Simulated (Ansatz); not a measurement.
Bond stretch in CH2O, SMILES O=C. The C1–O4 bond (C1 also carries H, H; O4 carries nothing else) is pulled apart rigidly from the PBE0/def2-TZVP optimised geometry.

- RKS-PBE = restricted PBE/cc-pVTZ run with Ansatz (an electronic-structure program)
- UKS-PBE = Ansatz with unrestricted PBE/cc-pVTZ
- RCCSD(T) = CCSD(T) on RHF/cc-pVTZ, frozen core (Ansatz)
- UCCSD(T) = CCSD(T) on UHF/cc-pVTZ, frozen core run with Ansatz

Cost and agreement with UCCSD(T) over the 21 points of the scan, with UCCSD(T) as yardstick. Costs are rough ratios of core time within Ansatz on shared cores, each with its mean field (Kohn-Sham runs search longer for lower solutions than correlated ones do); the miss is the largest difference from UCCSD(T) of the curve after the mean shift, in mEh.

Q: Which is the cheapest of these levels that stays within 53 mEh of UCCSD(T)?

A: UKS-PBE.

```csv
level,relative cost,largest difference
RKS-PBE,1,102.5
UKS-PBE,3,19.9
RCCSD(T),4,86.4
```

Costs within a factor of two of each other count as equal.

The restricted form behind RKS-PBE keeps the bonding electrons paired and can't separate into open-shell fragments. The unrestricted solution behind UKS-PBE changes between 2.17 and 2.43 Å, which can leave a kink. The unrestricted determinant behind UKS-PBE is spin-contaminated at 1.79 to 4.21 Å (<S²> up to 2.0, against 0.00 for a pure singlet). The T1 diagnostic of CCSD on the restricted reference of RCCSD(T) exceeds 0.045 at 1.60 to 2.61 Å. The unrestricted determinant behind UCCSD(T) is spin-contaminated at 1.25 to 4.21 Å (<S²> up to 2.0, against 0.00 for a pure singlet).
